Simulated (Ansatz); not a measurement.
Ansatz (a program for electronic structure) input (CCSD(T)/aug-cc-pV(D+d)Z):
A basis named .json is the Basis Set Exchange file of that set.

Ansatz 0.2 input:
```yaml
crystal:
  periodic: [false, false, false]
  atoms:
    - {symbol: C, position_ang: [-0.00000000, 0.00000000, -0.00000000]}
    - {symbol: Cl, position_ang: [1.03270813, 1.04102812, 1.00808710]}
    - {symbol: Cl, position_ang: [-1.00558480, -1.02967179, 1.04644180]}
    - {symbol: Cl, position_ang: [-1.04891159, 1.01361708, -1.01923016]}
    - {symbol: Cl, position_ang: [1.02178826, -1.02497341, -1.03529874]}
basis:
  gaussian:
    orbitals: aug-cc-pV_D+d_Z.json
magnetization: {spin_polarized: false}
correlation: {method: ccsd_t, electrons: outside_noble_gas}
output: {forces: true}
```

End of the output:

```
integrals: 0.42 GiB planned
1440 factors; integrals over basis functions are off by at most 7.7e-4 eV
mean field: 1.03 GiB planned
mean field evaluation 1: about -51041.3239 eV, gradient 3.4e1 eV
mean field evaluation 2: about -51041.3796 eV, gradient 3.4e1 eV
mean field evaluation 4: about -51044.6494 eV, gradient 3.4e0 eV
mean field evaluation 8: about -51044.7257 eV, gradient 1.8e-1 eV
mean field evaluation 16: about -51042.3365 eV, gradient 3.3e1 eV
mean field -51044.72589897 eV, -1875.8590774292 hartree, gradient 8.4e-6 eV, S^2 0.000000; 0 other end points of the search recorded, 0 dependent functions left out
21 core orbitals not correlated
reference -51044.72589897 eV, -1875.8590774292 hartree; 16, 16 occupied and 114, 114 virtual orbitals, 1440 factors
densities: 1.93 GiB planned
second order -20.55465939 eV of doubles, -0.00000000 eV of singles
coupled cluster: 1.09 GiB planned
cycle   1  -21.14925184 eV  change   -5.9e-1 eV  update   1.1e-1
cycle   2  -21.68156301 eV  change   -5.3e-1 eV  update   3.2e-2
cycle   3  -21.79137834 eV  change   -1.1e-1 eV  update   1.4e-2
cycle   4  -21.78946790 eV  change    1.9e-3 eV  update   3.1e-3
cycle   5  -21.78873610 eV  change    7.3e-4 eV  update   1.3e-3
cycle   6  -21.78814623 eV  change    5.9e-4 eV  update   3.8e-4
cycle   7  -21.78806225 eV  change    8.4e-5 eV  update   1.5e-4
cycle   8  -21.78807323 eV  change   -1.1e-5 eV  update   3.6e-5
cycle   9  -21.78806776 eV  change    5.5e-6 eV  update   1.1e-5
cycle  10  -21.78805733 eV  change    1.0e-5 eV  update   3.2e-6
perturbative correction -0.85463763 eV, -0.0314073536 hartree
the calculation of the forces begins
Total energy: -51067.36859393 eV, -1876.6911811214 hartree
Atom 0 at    -0.000000     0.000000    -0.000000 Å, force     0.000000     0.000000     0.000000 eV/Å
Atom 1 at     1.032708     1.041028     1.008087 Å, force     0.090023     0.090748     0.087876 eV/Å
Atom 2 at    -1.005585    -1.029672     1.046442 Å, force    -0.087658    -0.089758     0.091220 eV/Å
Atom 3 at    -1.048912     1.013617    -1.019230 Å, force    -0.091435     0.088358    -0.088848 eV/Å
Atom 4 at     1.021788    -1.024973    -1.035299 Å, force     0.089071    -0.089348    -0.090249 eV/Å
Dipole moment:     0.000000     0.000000     0.000000 e Å
```
